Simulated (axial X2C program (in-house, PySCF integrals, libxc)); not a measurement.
**Curves of PH⁺ by EOM-EA-CCSD**

Computed with an in-house all-electron X2C program for linear molecules (integrals from PySCF): two-component X2C with atomic mean-field Coulomb and Gaunt terms, Gaussian nuclei, basis P dyall-av3z, H dyall-av3z with contracted cores.

Energies in eV from the lowest point of the lowest state; states are followed by energy order within each Ω. Reference: PH²⁺, 4 electrons correlated in 92 virtual spinors with an MP2 remainder; levels at this size can be off by some tenths of an eV. Masses 30.974 and 1.008 u.

| R (Å) | (1)Ω=1/2 | (1)Ω=3/2 |
| --- | --- | --- |
| 1.324 | 0.1312 | 0.1696 |
| 1.381 | 0.0224 | 0.0608 |
| 1.439 | 0.0000 | 0.0385 |
| 1.504 | 0.0532 | 0.0917 |
| 1.569 | 0.1674 | 0.2060 |
| 1.655 | 0.3860 | 0.4246 |

Task: Fit the curves (1)Ω=1/2, (1)Ω=3/2 near their minima.

Result: At EOM-EA-CCSD from PH²⁺ (the fit fixes ωe to about one per cent; ωe of higher roots by this method can be off by ten per cent):

```json
{"state": "(1)Ω=1/2", "Te (cm⁻¹)": "0", "Re (Å)": "1.427", "ωe (cm⁻¹)": "2417.7"}
{"state": "(1)Ω=3/2", "Te (cm⁻¹)": "310", "Re (Å)": "1.427", "ωe (cm⁻¹)": "2418.0"}
```

For PH²⁺ at CCSD, and between the minima:

Re = 1.470 Å, ωe = 2151.8 cm⁻¹; removing the electron costs 18.901 eV without zero-point terms.

T1 of the reference reaches 0.011 (Lee–Taylor). Curves followed by order can swap character. Number of frozen shells: P 2 s, 1 p; H none. Roots with under 60 % one-particle weight at any point are counted in the labels but not shown, and the list ends where the roots sought for some Ω run out; states that need a further excitation are missing and may lie low or lowest. Curves with a minimum but no constants failed the fit check.
